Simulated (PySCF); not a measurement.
## C: electron affinity

C⁻ [He] 2s2 2p3 (4S) → C [He] 2s2 2p2 (3P), as a difference of total energies. Computed with PySCF 2.14 in x2c-TZVPPall with one added diffuse shell each of s, p, d type (6s4p3d1f, 40 functions), with the spin-free X2C one-electron Hamiltonian (Gaussian nucleus). Correlated levels: valence and next inner shell: nothing frozen. The calculations carry no spin-orbit coupling.

```tsv
method	electron affinity (eV)	error (eV)
UHF	0.450	-0.812
MP2 (valence and next inner shell)	1.243	-0.019
SCS-MP2 (valence and next inner shell)	0.955	-0.307
CCSD (valence and next inner shell)	1.132	-0.130
CCSD(T) (valence and next inner shell)	1.197	-0.065
```

Reference: 1.262 eV (measured; photodetachment measurements, as compiled on the Wikipedia data page of electron affinities).

Errors of the correlated levels include the incompleteness of this basis.
